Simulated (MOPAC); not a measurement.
MOPAC input (PM7):

```
PM7 FORCE THERMO(298,298) PRECISE LET GEO-OK AUX(PRECISION=9) THREADS=1
C2H2

C    -0.00000000 1   -0.00000000 1   -0.60438890 1
C    -0.00000000 1   -0.00000000 1    0.60438908 1
H     0.00000000 1    0.00000000 1    1.63351342 1
H     0.00000000 1    0.00000000 1   -1.63351408 1
```

Question: Which zero-point energy does it print?

Answer: 16.67 kcal/mol, from the harmonic wavenumbers of PM7.
